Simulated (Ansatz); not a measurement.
formaldehyde (SMILES C=O) moved off its minimum; all values from Ansatz (an electronic-structure program), cores frozen in correlated methods.
(charge 0, multiplicity 1)
```xyz
4

C     -0.4915     0.0954     0.0400
O      0.6534    -0.1163     0.0571
H     -1.3118    -0.6956    -0.0080
H     -0.8678     1.1586    -0.0030
```

Question: Give the forces (eV/Å), the total energy and the dipole at CCSD(T)/aug-cc-pVTZ.

Answer: 
```
atom      Fx      Fy      Fz
----  ------  ------  ------
C1    -4.689   1.304  -0.519
O2     3.944  -1.189   0.199
H3     0.790   0.426   0.170
H4    -0.044  -0.541   0.150
```
Energy -114.3380 hartree, dipole 2.15 D.
